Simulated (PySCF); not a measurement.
# Si2H2: structure of the triplet

The task is one start of a wider search on Si2H2: the triplet, from a linear X-M-M-X start. It is relaxed, tested by its Hessian and followed downhill if it is a saddle.

Program: PySCF 2.14.0. Level of theory: PBE0, basis Si def2-TZVP, H def2-TZVP, no relativity, density fitting. These are calculated values, not measurements.

### 1 The starting structure

4 atoms, charge 0, spin multiplicity 3.

Bond lengths: Si1–Si2 2.320 Å, Si1–H3 1.480 Å, Si2–H4 1.480 Å. Angles: Si2–Si1–H3 180.0°, Si1–Si2–H4 180.0°.

```xyz
4
charge 0 multiplicity 3
Si    0.0000    0.0000    1.1600
Si    0.0000    0.0000   -1.1600
H     0.0000    0.0000    2.6400
H     0.0000    0.0000   -2.6400
```

### 2 The SCF at the typed geometry

One driver script runs all steps and calls PySCF; scf.py shows how it sets up the SCF of each step. The optimiser is the driver's own. After this first run the driver tries any further starts and a stability analysis.

Input file scf.py:

```python
from pyscf import gto, scf, dft
mol = gto.M(atom='''
Si     0.000000     0.000000     1.160000
Si     0.000000     0.000000    -1.160000
H      0.000000     0.000000     2.640000
H      0.000000     0.000000    -2.640000''',
    basis={'Si': 'def2-TZVP', 'H': 'def2-TZVP'},
    charge=0, spin=2)
mf = dft.UKS(mol, xc='PBE0')
mf.grids.atom_grid = (50, 194)
aux = {'Si': 'def2-universal-JKFIT', 'H': 'def2-universal-JKFIT'}
mf = mf.density_fit(auxbasis=aux)
mf.conv_tol = 1e-08
mf.diis_space = 10
mf.max_cycle = 60
mf.init_guess = 'minao'
mf.verbose = 4
mf.kernel()
```

Launch:

```
OMP_NUM_THREADS=4 python axn.py task.json out
```

After this run come: Relaxing the triplet from the linear X-M-M-X start; Hessian and properties; Following the imaginary mode; Vibrations and properties at this point; Leaving the saddle point; Hessian and properties; Downhill along the imaginary mode; Hessian and properties.

What does the calculation give? Wanted: minimum; geometry; wavenumbers; dipole moment; highest occupied, lowest empty level; polar-tensor charge of Si1; zero-point energy; atomisation energy; ⟨S²⟩.

As calculated:

| quantity | value |
| --- | --- |
| minimum | triplet, Cs |
| geometry | Si–H 1.509 Å, Si–H 1.537 Å, Si–Si 2.306 Å; H–Si–Si 81.2°, H–Si–Si 124.3° |
| wavenumbers (cm⁻¹) | 206 (a''), 375 (a'), 442 (a'), 652 (a'), 1992 (a'), 2095 (a') |
| dipole moment | 0.80 D |
| highest occupied, lowest empty level (either spin) | -6.38, -3.61 eV |
| polar-tensor charge of Si1 | +0.21 e |
| zero-point energy | 34.5 kJ/mol |
| entropy at 298.15 K | 277.3 J/(mol K) |
| atomisation energy (no zero-point energy) | 835 kJ/mol |
| ⟨S²⟩ | 2.007 |

The linear X-M-M-X start (D∞h) ends in a minimum of Cs symmetry, after a stop at a saddle point 10.2 kJ/mol higher, from which it was pushed off along an imaginary mode. The strongest infrared band lies at 2095 cm⁻¹ (a'). Only this shape and spin were tried, so other structures or states may lie lower.
